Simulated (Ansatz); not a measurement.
All values below come from B3LYP-D3(BJ)/def2-TZVP (Ansatz, a first-principles code). No frequencies were computed at this level.

Ansatz 0.2 input:
```yaml
crystal:
  periodic: [false, false, false]
  atoms:
    - { symbol: C, position_ang: [-0.66919, 1.317327, 0.026332] }
    - { symbol: C, position_ang: [-0.020112, -0.013466, 0.142293] }
    - { symbol: C, position_ang: [-0.798067, -1.230766, -0.201987] }
    - { symbol: C, position_ang: [1.46008, -0.092735, 0.230744] }
    - { symbol: H, position_ang: [-0.10841, 2.07396, 0.573143] }
    - { symbol: H, position_ang: [-1.689507, 1.2894, 0.409445] }
    - { symbol: H, position_ang: [-0.729578, 1.648656, -1.019513] }
    - { symbol: H, position_ang: [-0.785882, -1.427356, -1.282916] }
    - { symbol: H, position_ang: [-0.382888, -2.111655, 0.287276] }
    - { symbol: H, position_ang: [-1.841186, -1.122945, 0.092911] }
    - { symbol: H, position_ang: [1.778747, -1.074704, 0.576671] }
    - { symbol: H, position_ang: [1.934124, 0.079922, -0.745201] }
    - { symbol: H, position_ang: [1.851869, 0.664361, 0.910801] }
basis:
  gaussian: { orbitals: def2-tzvp }
hamiltonian:
  xc: b3lyp
  dispersion: d3bj
relax:
  max_steps: 150
magnetization:
  spin_polarized: true
  initial_magnetization: 1
```

Output:

```
Functional definition: B3LYP
1116 factors; their error is unknown
mean field evaluation 1: about -4282.6353 eV, gradient 5.2e1 eV
mean field evaluation 2: about -4274.0380 eV, gradient 6.4e1 eV
mean field evaluation 4: about -4295.5618 eV, gradient 3.6e0 eV
mean field evaluation 8: about -4295.6189 eV, gradient 8.6e-2 eV
mean field evaluation 16: about -4295.5948 eV, gradient 1.7e-4 eV
mean field -4295.59476945 eV, -157.8601961187 hartree, gradient 3.0e-5 eV, S^2 0.754228; 0 other end points of the search recorded, 0 dependent functions left out
reference -4295.59505962 eV, -157.8602067822 hartree; 17, 16 occupied and 161, 162 virtual orbitals, 1116 factors
relax step   1: F+E_penalty+E_count = -4295.97584292 eV  Δ(F+E_penalty+E_count) = +0.000e0 eV  max|allowed force component| = 1.598e-1 eV/Å  Δτ_max = 0.0000 Å  (30 SCF iters, accepted)
these checks for a lower state are left out or cut short: starts, cluster_reference, orbital_swaps, neighbouring_geometries, increment
1116 factors; their error is unknown
mean field -4295.60589082 eV, -157.8606048214 hartree, gradient 1.1e-5 eV, S^2 0.754207; 0 other end points of the search recorded, 0 dependent functions left out
reference -4295.60618077 eV, -157.8606154769 hartree; 17, 16 occupied and 161, 162 virtual orbitals, 1116 factors
relax step   2: F+E_penalty+E_count = -4295.98581765 eV  Δ(F+E_penalty+E_count) = -9.975e-3 eV  max|allowed force component| = 4.746e-2 eV/Å  Δτ_max = 0.0301 Å  (32 SCF iters, accepted)
these checks for a lower state are left out or cut short: starts, cluster_reference, orbital_swaps, neighbouring_geometries, increment
1116 factors; their error is unknown
mean field evaluation 32: about -4295.6075 eV, gradient 1.0e-5 eV
mean field -4295.60749953 eV, -157.8606639405 hartree, gradient 1.0e-5 eV, S^2 0.754181; 0 other end points of the search recorded, 0 dependent functions left out
reference -4295.60778905 eV, -157.8606745802 hartree; 17, 16 occupied and 161, 162 virtual orbitals, 1116 factors
relax step   3: F+E_penalty+E_count = -4295.98746358 eV  Δ(F+E_penalty+E_count) = -1.646e-3 eV  max|allowed force component| = 1.875e-2 eV/Å  Δτ_max = 0.0268 Å  (32 SCF iters, accepted)
these checks for a lower state are left out or cut short: starts, cluster_reference, orbital_swaps, neighbouring_geometries, increment
1116 factors; their error is unknown
mean field -4295.60792198 eV, -157.8606794650 hartree, gradient 1.0e-5 eV, S^2 0.754172; 0 other end points of the search recorded, 0 dependent functions left out
reference -4295.60821148 eV, -157.8606901040 hartree; 17, 16 occupied and 161, 162 virtual orbitals, 1116 factors
relax step   4: F+E_penalty+E_count = -4295.98816751 eV  Δ(F+E_penalty+E_count) = -7.039e-4 eV  max|allowed force component| = 3.165e-3 eV/Å  Δτ_max = 0.0325 Å  (30 SCF iters, accepted)
these checks for a lower state are left out or cut short: starts, cluster_reference, orbital_swaps, neighbouring_geometries, increment
1116 factors; their error is unknown
mean field -4295.60815962 eV, -157.8606881982 hartree, gradient 1.0e-5 eV, S^2 0.754171; 0 other end points of the search recorded, 0 dependent functions left out
reference -4295.60844935 eV, -157.8606988455 hartree; 17, 16 occupied and 161, 162 virtual orbitals, 1116 factors
relax step   5: F+E_penalty+E_count = -4295.98846371 eV  Δ(F+E_penalty+E_count) = -2.962e-4 eV  max|allowed force component| = 2.240e-2 eV/Å  Δτ_max = 0.0441 Å  (31 SCF iters, accepted)
these checks for a lower state are left out or cut short: starts, cluster_reference, orbital_swaps, neighbouring_geometries, increment
1116 factors; their error is unknown
mean field -4295.60820042 eV, -157.8606896977 hartree, gradient 1.0e-5 eV, S^2 0.754169; 0 other end points of the search recorded, 0 dependent functions left out
reference -4295.60849013 eV, -157.8607003444 hartree; 17, 16 occupied and 161, 162 virtual orbitals, 1116 factors
relax step   6: F+E_penalty+E_count = -4295.98849591 eV  Δ(F+E_penalty+E_count) = -3.219e-5 eV  max|allowed force component| = 4.233e-3 eV/Å  Δτ_max = 0.0011 Å  (34 SCF iters, accepted)
1116 factors; their error is unknown
mean field evaluation 64: about -4295.5763 eV, gradient 3.6e0 eV
mean field -4295.60820042 eV, -157.8606896977 hartree, gradient 1.0e-5 eV, S^2 0.754169; 1 other end points of the search recorded, 0 dependent functions left out
reference -4295.60849013 eV, -157.8607003444 hartree; 17, 16 occupied and 161, 162 virtual orbitals, 1116 factors
Total energy: -4295.98878562 eV, -157.8746759457 hartree
Atom 0 at    -0.671576     1.318031     0.046332 Å, force    -0.000483     0.001664    -0.002423 eV/Å
Atom 1 at    -0.028865    -0.017337     0.197672 Å, force     0.000318    -0.000363    -0.000411 eV/Å
Atom 2 at    -0.798839    -1.230128    -0.196654 Å, force    -0.000077    -0.000127    -0.001222 eV/Å
Atom 3 at     1.458382    -0.095092     0.232249 Å, force     0.004148     0.001275    -0.002476 eV/Å
Atom 4 at    -0.161836     2.082635     0.637670 Å, force    -0.000415    -0.000736    -0.000080 eV/Å
Atom 5 at    -1.723210     1.297718     0.342685 Å, force     0.001043    -0.000102    -0.000148 eV/Å
Atom 6 at    -0.648126     1.664975    -1.001015 Å, force    -0.000348    -0.000373     0.002670 eV/Å
Atom 7 at    -0.797085    -1.375740    -1.290506 Å, force    -0.000608    -0.000315     0.001100 eV/Å
Atom 8 at    -0.374537    -2.138692     0.237649 Å, force     0.000080     0.000205     0.000053 eV/Å
Atom 9 at    -1.846706    -1.160952     0.105375 Å, force    -0.000562    -0.000246     0.000007 eV/Å
Atom 10 at     1.805203    -1.043603     0.649657 Å, force    -0.000605     0.001129    -0.000235 eV/Å
Atom 11 at     1.893776    -0.020297    -0.779099 Å, force    -0.001523    -0.000427     0.004233 eV/Å
Atom 12 at     1.893419     0.718482     0.817983 Å, force    -0.000968    -0.001583    -0.001067 eV/Å
Dipole moment:     0.006220     0.003763    -0.042822 e Å
```

Cost: roughly 70 core-seconds.
